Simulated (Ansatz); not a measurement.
## HBO: how the atomization moves with the basis

HBO, singlet; coordinates (Å): B 0.000 0.000 0.008; O 0.000 0.000 -1.190; H 0.000 0.000 1.181. Quantity: atomization.

Ansatz 0.2.0, basis 6-31G or cc-pVDZ or cc-pVTZ; geometries are PBE0/def2-TZVP minima. Wave-function levels freeze the cores; HF, MP2 and coupled cluster are restricted for singlets and unrestricted otherwise, atoms included (their steps beyond CCSDT(Q) come from restricted open-shell runs), Kohn–Sham unrestricted where that lies lower. NEVPT2 stands on CASSCF in the full valence space. The reference is CCSDT(Q) or CCSDTQ or full CI (coupled cluster only where its series has nearly closed). Semilocal and hybrid functionals correlate all electrons outside any core potential and usually lie nearer their basis limit than the reference, so part of their error here is the reference's basis and frozen-core error; RPA and the MP2 part of double hybrids freeze the same cores as the reference. None of these values is a measured one. Energies are electronic, without zero-point terms. No spin–orbit coupling and no scalar relativity. The species are chosen: bound, without strong static correlation by their natural occupations or amplitudes, in their lowest spin state as far as vertical gaps and like structures tell, and with a ladder that closes on the reference, so errors are smaller than for species at large; levels whose determinant breaks symmetry or spin markedly are left out.

| level | 6-31G (kcal/mol) | cc-pVDZ (kcal/mol) | cc-pVTZ (kcal/mol) |
| --- | --- | --- | --- |
| reference | 264.2 (full CI) | 289.0 (CCSDTQ) | 302.1 (CCSDT(Q)) |
| HF | 201.0 | 221.3 | 226.4 |
| CCSD(T) | 263.6 | 288.4 | 301.8 |
| NEVPT2 | 267.9 | 290.2 | 301.0 |
| PBE | 305.5 | 316.9 | 320.3 |
| B3LYP | 293.8 | 307.2 | 311.7 |
| B2PLYP | 286.8 | 304.5 | 311.9 |
| RPA-PBE | 245.4 | 274.1 | 286.4 |

From 6-31G to cc-pVTZ the reference moves by 37.9 kcal/mol and PBE by 14.8; the step from CCSD(T) to the reference is 0.5 in the first and 0.2 in the last.
